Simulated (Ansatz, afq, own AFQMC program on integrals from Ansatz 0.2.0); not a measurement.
Two steps: Ansatz 0.2.0 writes the Fock matrix and Cholesky factors of the valence space, and afq projects on them the lowest state that overlaps trial and start.

```yaml
crystal:
  periodic: [false, false, false]
  atoms:
    - {symbol: Al, position_ang: [0.000000, 0.000000, 0.050833]}
    - {symbol: N, position_ang: [0.000000, 0.000000, -1.681761]}
    - {symbol: H, position_ang: [0.000000, 0.000000, 1.630928]}
basis:
  gaussian: {orbitals: 6-31G}
magnetization: {spin_polarized: false, initial_magnetization: 1}
correlation: {method: ccsd_t, electrons: outside_noble_gas, hamiltonian_folder: ham}
```

```sh
$ ansatz run in.yaml --threads 1 --pin off --events-out ev --progress --plain --max-ram 24576MiB --backend cuda --devices 0, --max-vram 18GiB
```

Options of the walk:

```
--method phaseless --trial hf --walkers 4000 --populations 20 --least-time 40 --time-step 0.005 --steps-per-block 20 --equilibration-blocks 112 --max-blocks 4000 --target-error 0.0009000 --factor-cut 1e-05 --start spin_pure --seed 8570 --taylor-order 6
```

Times are imaginary, in 1/Eh. The walk had a cap of 49 s. With eight or more populations the least sampling time is a fifth of least-time, and the error comes from their spread.

Output of the walk:

```
orbitals 18  electrons 5 4  factors 104 of 302
reference energy -296.75378298 Eh
CCSD correlation -0.15624621 Eh in 16 cycles, weight of the determinant in the CISD state 0.8657
energy of the start -296.753784 Eh
 block  time / (1/Eh)  mean weight  energy / Eh
     1     0.100  1.0003  -296.780508
     2     0.200  1.0008  -296.802866
     3     0.300  1.0008  -296.820377
     4     0.400  1.0009  -296.832685
     5     0.500  1.0008  -296.843254
     7     0.700  1.0007  -296.863772
     9     0.900  1.0004  -296.874910
    12     1.200  1.0003  -296.886372
    34     3.400  1.0000  -296.917642
    56     5.600  1.0002  -296.912224
    78     7.800  1.0001  -296.920464
   100    10.000  0.9999  -296.914145
   122    12.200  0.9997  -296.922572
   144    14.400  0.9999  -296.917685
   166    16.600  1.0000  -296.912790
   188    18.800  0.9999  -296.912609
   210    21.000  0.9997  -296.907425
   232    23.200  1.0001  -296.916472
   254    25.400  1.0000  -296.910579
   276    27.600  1.0000  -296.911386
   298    29.800  1.0000  -296.917631
   320    32.000  0.9999  -296.919211
   331    33.100  1.0000  -296.905510
   342    34.200  1.0001  -296.914814
   353    35.300  1.0002  -296.923722
   364    36.400  1.0001  -296.910022
   386    38.600  1.0000  -296.917763
   408    40.800  1.0001  -296.913204
   430    43.000  1.0000  -296.918223
   452    45.200  0.9997  -296.916035
   463    46.300  1.0001  -296.922031
error from the spread of 20 populations
energy -296.915403 +/- 0.001190 Eh
(rows thinned)
```

The run passed its tests (sampling time, drift between the halves within three errors, error under three times the target), which doesn't prove that it has relaxed, ending at its cap on processor time.

Against this walk (error 32.4 meV) on the same determinant: CCSD(T) 67.9 meV lower, CCSDT(Q) 120.9 meV lower, CCSDTQ 125.8 meV lower, full CI 124.8 meV lower, a separate phaseless walk with a CISD trial and standard settings 84.8 ± 32.7 meV lower. The error is statistical and leaves out the bias of the constraint. Full CI is exact here, so the walk's 125 meV above it is the walk's own error: the bias of the constraint with this trial.

Cautions: constraint bias not in the error; error above the target (32.4 against 24.5 meV); a spin-contaminated unrestricted determinant lies lower (UHF 414 meV lower, ⟨S²⟩ 1.34); raised T1 diagnostic (T1 0.044, weight of the determinant 0.87, largest double 0.12).

The walk took 49 s on 1 × NVIDIA H100 80GB HBM3 with 2 threads of AMD EPYC 7R13 Processor (Zen 3), on a shared host (the card was shared). The log's last line is the phaseless energy.

CCSDT and higher add their correlation energy to the determinant of the CCSD(T) run, since their own runs factorise the integrals more tightly (a shift of under 2 meV). A walk keeps the symmetry of its determinant, which the program's search chose and which needn't be the lowest solution, so a lower state of the same spin and another symmetry isn't excluded.
